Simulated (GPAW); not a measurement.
**One shape, several levels: AlNH3 (SMILES [NH2][AlH])**

Wanted: a comparison of 4 runs (U-r2SCAN/plane waves, U-revPBE/real-space grid, ULDA (PW92)/sz(dzp), U-revPBE/dzp) of AlNH3. 

The calculation is run with GPAW 26.7.0.

2 further runs of the same task are left out: 1 that didn't finish, 1 set aside as unsound or not needed. Runs told in other sessions of the task aren't counted.

**1. Starting point**

The species is AlNH3 (5 atoms), meant as a doublet with charge 0. SMILES: `[NH2][AlH]`. Geometry: relaxed at PBE0-D4/def2-TZVP. This is one conformer, not always the lowest.

Bond lengths: N1–Al2 1.774 Å, N1–H3 1.007 Å, N1–H4 1.009 Å, Al2–H5 1.604 Å. Angles: N1–Al2–H5 115.7°, Al2–N1–H3 125.4°, Al2–N1–H4 124.3°, H3–N1–H4 110.2°.

**2. Energy and one-electron properties at U-r2SCAN/plane waves (scalar-relativistic datasets) (run 5)**

File mol.xyz:

```xyz
5

N     -0.116600    -0.660800     0.175100
Al     0.836600     0.833900     0.120800
H      0.148500    -1.505300     0.655500
H     -1.010300    -0.782800    -0.277400
H      0.191800     2.041400    -0.715400
```

File sp.py:

```python
import numpy as np
from ase.io import read
from ase.units import Debye
from gpaw import GPAW, PW

mol = read("mol.xyz")
mol.center(vacuum=4.5)
mol.set_initial_magnetic_moments([0.5, 0.5, 0.0, 0.0, 0.0])

calc = GPAW(mode=PW(500),
            mixer={"name": "pulay", "beta": 0.1, "nmaxold": 5, "weight": 1.0},
            occupations={"name": "fermi-dirac", "width": 0.01, "fixmagmom": True},
            symmetry="off",
            maxiter=100,
            xc="MGGA_X_R2SCAN+MGGA_C_R2SCAN",
            txt="-")
mol.calc = calc

energy = mol.get_potential_energy()
print(f"Energy = {energy:.5f} eV")
forces = mol.get_forces()
print("Forces (eV/Ang)")
for symbol, f in zip(mol.symbols, forces):
    print(f'{symbol:2} {f[0]:9.4f} {f[1]:9.4f} {f[2]:9.4f}')
dipole = mol.get_dipole_moment() / Debye
print(f"Dipole                  {np.linalg.norm(dipole):.3f} D")
print("Moments:", mol.get_magnetic_moments().round(3))
```

Run with:

```bash
OMP_NUM_THREADS=1 python sp.py
```

Log:

```text
[...]
  mode=PW(ecut=500.0),
[...]
Number of symmetries: 1
[...]
  Number of IBZ points: 1
[...]
Cutoff: 500.0 eV
Spin-components: 2 (collinear spins)
Bands:           11
[...]
  Valence electrons: 11.0
[...]
  Grid points: [56 70 54]
  Charge: 0.0  # |e|
[...]
    cutoffs:
[...]
occupation numbers:
  Fixed magnetic moment: 1.000
[...]
xc functional:
  name: MGGA_X_R2SCAN+MGGA_C_R2SCAN with 2 nearest neighbor stencil
[...]
|iter     |     time |      energy | eigst |  dens |  magmom |
[...]
|iter:   1| 00:00:03 |  -30.395163 | +0.34 |       |  +0.9784|
[...]
|iter:  24| 00:01:03 |  -24.753167c| -7.63c| -4.21c|  +1.0000|
Converged in 24 steps
[...]
Energy contributions relative to reference atoms: (reference = -8122.615256)
Energy contributions:
  Kinetic:          16.916233
  Coulomb:         -16.877346
  Zero:             -0.084856
  External:          0.000000
  Xc:              -24.707198
  Entropy:          -0.000000
  Spinorbit:         0.000000
  ----------------------------
  Free energy:     -24.753167
  Extrapolated:    -24.753167
dipole moment: (-0.062591, -0.225176, 0.053559)  # |e|*Ang
Total magnetic moment: (0.000000, 0.000000, 0.999997)
Local magnetic moments
|        x |        y |         z |
|----------|----------|-----------|
| 0.000000 | 0.000000 |  0.011694 |  # N    0
| 0.000000 | 0.000000 |  0.210507 |  # Al   1
| 0.000000 | 0.000000 | -0.000221 |  # H    2
| 0.000000 | 0.000000 |  0.006403 |  # H    3
| 0.000000 | 0.000000 |  0.043594 |  # H    4
Fermi levels: -3.616, -4.786
Eigenvalues  # (at kpt = [0.000, 0.000, 0.000])
[...]
Gap: 2.340 eV
Transition (v -> c):
[...]
Forces (eV/Ang)
N     0.1336    0.1469   -0.0255
Al    0.0396    0.1053   -0.0149
H    -0.0045   -0.1509    0.0654
H    -0.1322   -0.0685   -0.0590
H     0.0077   -0.0261    0.0151
Dipole                  1.152 D
Moments: [ 0.012  0.211 -0.     0.006  0.044]
```

Run time: 65 s. Hardware: 1 thread of Intel Xeon 6975P-C (Granite Rapids), shared host; peak memory 0.71 GiB.

**3. Energy and one-electron properties at U-revPBE/real-space grid (scalar-relativistic datasets) (run 3)**

File molecule.xyz:

```xyz
5

N     -0.116600    -0.660800     0.175100
Al     0.836600     0.833900     0.120800
H      0.148500    -1.505300     0.655500
H     -1.010300    -0.782800    -0.277400
H      0.191800     2.041400    -0.715400
```

File run.py:

```python
import numpy as np
from ase.io import read
from ase.units import Debye
from gpaw import GPAW

# Atomic positions
atoms = read('molecule.xyz')
atoms.center(vacuum=4.5)
atoms.set_initial_magnetic_moments([0.5, 0.5, 0.0, 0.0, 0.0])

# GPAW settings
calc = GPAW(mode='fd',
            h=0.25,
            xc='revPBE',
            occupations={'name': 'fermi-dirac', 'width': 0.01, 'fixmagmom': True},
            maxiter=100,
            symmetry='off',
            txt='molecule.txt')
atoms.calc = calc

energy = atoms.get_potential_energy()
print(f'Energy = {energy:.5f} eV')
forces = atoms.get_forces()
print('Forces (eV/Ang)')
for symbol, f in zip(atoms.symbols, forces):
    print(f'{symbol:2} {f[0]:9.4f} {f[1]:9.4f} {f[2]:9.4f}')
dipole = atoms.get_dipole_moment() / Debye
print(f'Dipole = {np.linalg.norm(dipole):.3f} D')
print('Moments:', atoms.get_magnetic_moments().round(3))
```

Run with:

```bash
python run.py
```

Log:

```text
Energy = -20.81895 eV
Forces (eV/Ang)
N    -1.7643    0.1505   -2.2973
Al    0.3681    0.3527    0.0658
H    -0.1180   -0.0617    0.4973
H    -0.1605    0.0186    0.1850
H     0.2410   -0.0373   -0.6531
Dipole = 1.144 D
Moments: [ 0.01   0.206 -0.     0.006  0.041]
```

molecule.txt:

```text
__  _  _
 | _ |_)|_||  |
 |__||  | ||/\| - 26.7.0

units:  Angstrom and eV
cores:  1
OpenMP: False

Versions:
  Python: 3.12.14
  ASE:    3.29.0
  Numpy:  2.5.5
  Scipy:  1.18.1
  Libxc:  7.0.0

        _gpaw.cpython-312-x86_64-linux-gnu.so

Input parameters:
  mode=FD(),
  h=0.25,
  maxiter=100,
  occupations=Occupations(name='fermi-dirac', width=0.01, fixmagmom=True),
  symmetry=Symmetry(point_group=False, time_reversal=False),
  xc=XC(name='revPBE')

[... 55 lines left out ...]
|   |                                coordinates |     weight |
[... 105 lines left out ...]
  Converge bands: occupied
[... 30 lines left out ...]
convergence criteria:
[... 14 lines left out ...]
Converged in 16 steps
[... 15 lines left out ...]
dipole moment: (-0.058847, -0.224148, 0.055193)  # |e|*Ang
[... 28 lines left out ...]
Forces  # eV/Ang
|        x |        y |        z |
|----------|----------|----------|
| -1.76427 |  0.15051 | -2.29728 |  # N    0
|  0.36807 |  0.35270 |  0.06576 |  # Al   1
| -0.11805 | -0.06169 |  0.49730 |  # H    2
| -0.16052 |  0.01865 |  0.18500 |  # H    3
|  0.24101 | -0.03733 | -0.65307 |  # H    4

Force computation time: 0.019  # s

timing:  # [seconds]
  Total:  10.647  # ━━━━━━━━━━━━━━━━━━━━━━━━━━━━━━━━━━━━━━━━━━━━━━━━━━━━━━━━━
  Init:    0.746  # ━━━━
  SCF:     9.860  # ━━━━━━━━━━━━━━━━━━━━━━━━━━━━━━━━━━━━━━━━━━━━━━━━━━━━━
  Forces:  0.019  #

Max RSS: 374.656  # MiB
```

It took 11 s on 1 thread of Intel Xeon 6975P-C (Granite Rapids), shared host; peak memory 0.37 GiB.

Run 1 isn't shown in full; the table further down has it.

**4. The charge distribution at U-revPBE/dzp (scalar-relativistic datasets) (run 2)**

File run.xyz:

```xyz
5

N     -0.116600    -0.660800     0.175100
Al     0.836600     0.833900     0.120800
H      0.148500    -1.505300     0.655500
H     -1.010300    -0.782800    -0.277400
H      0.191800     2.041400    -0.715400
```

File run_sp.py:

```python
import numpy as np
from ase.io import read
from ase.units import Debye
from gpaw import GPAW

# Structure
atoms = read('run.xyz')
atoms.center(vacuum=4.5)
atoms.set_initial_magnetic_moments([0.5, 0.5, 0.0, 0.0, 0.0])

# GPAW settings
calc = GPAW(mode='lcao',
            symmetry='off',
            maxiter=100,
            basis='dzp',
            h=0.22,
            occupations={'name': 'fermi-dirac', 'width': 0.01, 'fixmagmom': True},
            xc='revPBE',
            txt='-')
atoms.calc = calc

energy = atoms.get_potential_energy()
print(f'Energy: {energy:.5f} eV')
forces = atoms.get_forces()
print('Forces (eV/Ang)')
for symbol, f in zip(atoms.symbols, forces):
    print(f'{symbol:2} {f[0]:9.4f} {f[1]:9.4f} {f[2]:9.4f}')
dipole = atoms.get_dipole_moment() / Debye
print(f'Dipole = {np.linalg.norm(dipole):.3f} D')
print('Moments:', atoms.get_magnetic_moments().round(3))
```

Run with:

```bash
python run_sp.py > run_sp.log
```

Log:

```text
[...]
Number of symmetries: 1
[...]
  Number of IBZ points: 1
[...]
basis functions: 41
Spin-components: 2 (collinear spins)
Bands:           11
[...]
  Valence electrons: 11.0
[...]
  Grid points: [48 56 48]
  Charge: 0.0  # |e|
[...]
    cutoffs:
[...]
occupation numbers:
  Fixed magnetic moment: 1.000
[...]
xc functional:
  name: revPBE with 2 nearest neighbor stencil
[...]
|iter     |     time |      energy | eigst |  dens |  magmom |
[...]
|iter:   1| 00:00:02 |  -21.434383 |      c|       |  +0.9989|
[...]
|iter:  11| 00:00:08 |  -19.363466c|      c| -4.41c|  +1.0000|
Converged in 11 steps
[...]
Energy contributions relative to reference atoms: (reference = -8126.894135)
Energy contributions:
  Kinetic:          21.985638
  Coulomb:         -21.710471
  Zero:              0.511204
  External:          0.000000
  Xc:              -20.149838
  Entropy:          -0.000000
  Spinorbit:         0.000000
  ----------------------------
  Free energy:     -19.363466
  Extrapolated:    -19.363466
dipole moment: (-0.070978, -0.258526, 0.062400)  # |e|*Ang
Total magnetic moment: (0.000000, 0.000000, 1.000035)
Local magnetic moments
|        x |        y |         z |
|----------|----------|-----------|
| 0.000000 | 0.000000 |  0.007758 |  # N    0
| 0.000000 | 0.000000 |  0.214838 |  # Al   1
| 0.000000 | 0.000000 | -0.000012 |  # H    2
| 0.000000 | 0.000000 |  0.006524 |  # H    3
| 0.000000 | 0.000000 |  0.038842 |  # H    4
Fermi levels: -3.171, -4.332
Eigenvalues  # (at kpt = [0.000, 0.000, 0.000])
[...]
Gap: 1.829 eV
Transition (v -> c):
[...]
Forces (eV/Ang)
N     0.4457    0.5833   -0.0298
Al    0.5409    0.5082    0.1001
H     0.3132   -0.8624    0.5283
H    -1.0096   -0.2086   -0.5076
H    -0.0955    0.0830   -0.1211
Dipole = 1.322 D
Moments: [ 0.008  0.215 -0.     0.007  0.039]
```

Run time: 7.8 s. Hardware: 1 thread of Intel Xeon 6975P-C (Granite Rapids), shared host; peak memory 0.52 GiB.

**5. All runs side by side**

```csv
run,level,mode,plane-wave cutoff,energy (Eh),dipole moment (D),HOMO energy (eV),LUMO energy (eV),wall time
5,U-r2SCAN/plane waves (scalar-relativistic datasets),pw,500,-299.410267,1.15,-4.82,-2.48,65 s
3,U-revPBE/real-space grid (scalar-relativistic datasets),fd,–,-299.422933,1.14,-4.53,-2.77,11 s
1,ULDA (PW92)/sz(dzp) (scalar-relativistic datasets),lcao,–,-297.790183,2.12,-4.77,-3.49,3.6 s
2,U-revPBE/dzp (scalar-relativistic datasets),lcao,–,-299.369445,1.32,-4.35,-2.52,7.8 s
```

**6. Summary of results**

| quantity | value |
| --- | --- |
| run 2, U-revPBE/dzp: energy as printed (from the program's reference atoms) | -19.3635 eV |
| run 2, U-revPBE/dzp: dipole moment | 1.32 D |
| run 2, U-revPBE/dzp: HOMO energy (highest over α and β) | -4.35 eV |
| run 2, U-revPBE/dzp: LUMO energy (lowest over α and β) | -2.52 eV |

**Reading.** The dipole moment (its size) runs from 1.14 D (U-revPBE/real-space grid) to 2.12 D (ULDA (PW92)/sz(dzp)). The two ends differ in method and basis. Totals of different functionals can't be ranked against each other. All runs together took 88 s, the longest 65 s.
